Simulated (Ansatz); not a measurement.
Ansatz (a program for electronic structure) input (CCSD(T)/aug-cc-pV(D+d)Z):
A basis named .json is the Basis Set Exchange file of that set.

Ansatz 0.2 input:
```yaml
crystal:
  periodic: [false, false, false]
  atoms:
    - {symbol: C, position_ang: [-0.03415619, 1.19399997, -0.12080902]}
    - {symbol: S, position_ang: [-0.02347166, -0.61225806, 0.14914978]}
    - {symbol: H, position_ang: [1.25486952, -0.89535581, -0.19243828]}
    - {symbol: H, position_ang: [-1.07686297, 1.49906130, -0.05446919]}
    - {symbol: H, position_ang: [0.53441517, 1.62178100, 0.70286010]}
    - {symbol: H, position_ang: [0.40044527, 1.43812083, -1.08501611]}
    - {symbol: H, position_ang: [-0.53238339, -1.03147827, -1.03247883]}
basis:
  gaussian:
    orbitals: aug-cc-pV_D+d_Z.json
total_charge: 1
magnetization: {spin_polarized: false}
correlation: {method: ccsd_t, electrons: outside_noble_gas}
output: {forces: true}
```

Output:

```
Functional definition: HF
integrals: 0.13 GiB planned
968 factors; integrals over basis functions are off by at most 9.8e-4 eV
mean field: 0.25 GiB planned
mean field evaluation 1: about -11916.6725 eV, gradient 3.3e1 eV
mean field evaluation 2: about -11916.6723 eV, gradient 3.3e1 eV
mean field evaluation 4: about -11919.6949 eV, gradient 2.5e0 eV
mean field evaluation 8: about -11919.7310 eV, gradient 9.9e-5 eV
mean field evaluation 16: about -11919.7314 eV, gradient 1.4e-1 eV
mean field -11919.73104015 eV, -438.0420362416 hartree, gradient 1.1e-6 eV, S^2 0.000000; 0 other end points of the search recorded, 0 dependent functions left out
6 core orbitals not correlated
reference -11919.73104015 eV, -438.0420362416 hartree; 7, 7 occupied and 87, 87 virtual orbitals, 968 factors
densities: 0.54 GiB planned
second order -8.09682434 eV of doubles, -0.00000000 eV of singles
coupled cluster: 0.36 GiB planned
cycle   1  -8.88245154 eV  change   -7.9e-1 eV  update   6.4e-2
cycle   2  -9.17213740 eV  change   -2.9e-1 eV  update   2.1e-2
cycle   3  -9.19643836 eV  change   -2.4e-2 eV  update   5.7e-3
cycle   4  -9.19616533 eV  change    2.7e-4 eV  update   1.7e-3
cycle   5  -9.19580957 eV  change    3.6e-4 eV  update   5.0e-4
cycle   6  -9.19577095 eV  change    3.9e-5 eV  update   1.8e-4
cycle   7  -9.19578801 eV  change   -1.7e-5 eV  update   5.5e-5
cycle   8  -9.19578618 eV  change    1.8e-6 eV  update   1.7e-5
cycle   9  -9.19578185 eV  change    4.3e-6 eV  update   4.6e-6
perturbative correction -0.27963742 eV, -0.0102764857 hartree
the calculation of the forces begins
Total energy: -11929.20645942 eV, -438.3902514770 hartree
Atom 0 at    -0.034156     1.194000    -0.120809 Å, force     0.021088    -0.153815    -0.019943 eV/Å
Atom 1 at    -0.023472    -0.612258     0.149150 Å, force    -0.105249    -0.206335     0.257360 eV/Å
Atom 2 at     1.254870    -0.895356    -0.192438 Å, force     0.159334    -0.005452    -0.045415 eV/Å
Atom 3 at    -1.076863     1.499061    -0.054469 Å, force    -0.457784     0.119261     0.028006 eV/Å
Atom 4 at     0.534415     1.621781     0.702860 Å, force     0.252302     0.173343     0.361759 eV/Å
Atom 5 at     0.400445     1.438121    -1.085016 Å, force     0.195269     0.095533    -0.430931 eV/Å
Atom 6 at    -0.532383    -1.031478    -1.032479 Å, force    -0.064961    -0.022535    -0.150837 eV/Å
Dipole moment:     0.108275    -0.064852    -0.219856 e Å
```

It need not be the lowest isomer of its formula.
